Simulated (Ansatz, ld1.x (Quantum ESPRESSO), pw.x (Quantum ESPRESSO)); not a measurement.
## gold (Au): one change to the TM potential, in the atom and in the bcc crystal

Au (Z = 79), norm-conserving Troullier–Martins (Kleinman–Bylander form), made with ld1.x (Quantum ESPRESSO) 7.5 (PBEsol, scalar-relativistic). Core [Xe] 4f14, reference 5d10 6s1 6p0. Waves: 6s (bound): rc 2.10 bohr; 5d (bound): rc 1.45 bohr; 6p (bound, empty): rc 3.20 bohr. Local part: the p channel. Core correction: Bessel-smoothed model core inside 1.50 bohr.

Change: wave 6p (bound): rc 3.20 bohr becomes 6p (bound): rc 2.18 bohr.

Cutoffs, loose and tight: the cutoffs (Ry, on a coarse ladder) from which the occupation-weighted sum of valence levels, in a spherical-Bessel basis at the reference potential, stays within 10 and 1 mRy of its value at 400 Ry. They do not see the model core or the augmentation charge, which bear on the density cutoff. Test errors are all-electron minus pseudo excitation energies from the reference, over the configurations 5d10 6s0 6p0; 5d9 6s0 6p0; 5d8 6s0 6p0; 5d10 6s0 6p1; 5d9 6s1 6p1; 5d10 6s0.5 6p0; 5d7 6s0 6p0; variants that change the core or the reference have their own tests.

Crystal test: bcc Au in pw.x 7.5, no spin, 14³ k-points, Fermi–Dirac smearing 0.01 Ry, cutoffs set for each file from its atomic test. The reference is all-electron LAPW (Ansatz 0.2.0) with the same functional, mesh and smearing; V0 and B0 come from Birch–Murnaghan fits to the pressures at five volumes. Errors are pseudo minus all-electron; Δ is the rms difference of the E(V) curves that follow from these fits, minima aligned, over ±6 % about the mean V0. Mesh and smearing are coarse, so the numbers serve the comparison and aren't converged zero-temperature values; the lattice is a test structure that the element need not adopt.

All-electron: a0 = 3.242 Å (V0 = 17.04 Å³/atom), B0 = 172.0 GPa.

**Question.** Does the change bring the crystal closer to the all-electron result?

**Answer.** The mean pressure error goes from +15.37 to -36.31 GPa, so the change moves the solid further from the all-electron pressures. Neither pressure curve crosses zero within the volumes sampled, so no fits are given.

```csv
quantity,base,changed
outcome (atom),generated,generated
"cutoff, loose (atom)",45 Ry,45 Ry
"cutoff, tight (atom)",80 Ry,80 Ry
bound ghosts (atom),none,s
largest test error (meV) (atom),-665 over the solved tests; 1 of 7 tests not solved or not reliable,-1477 over the solved tests; 1 of 7 tests not solved or not reliable
cutoffs in pw.x (Ry),100/400,100/400
mean pressure error (GPa),+15.37,-36.31
```

Base: The largest radius (3.20 bohr) exceeds half the bond length (2.65 bohr), so the spheres overlap, which is one possible source of error among others. This is a poor potential for the solid. Atomic configuration tests: 1 of 7 tests not solved or not reliable. Changed file: This is a poor potential for the solid. Note: ghost state, extra bound levels that the all-electron valence spectrum of the same l lacks: s at -55.3 eV. A true bound ghost makes a file unfit for plane-wave use. Atomic configuration tests: 1 of 7 tests not solved or not reliable. The atomic cutoffs weigh occupied waves only.
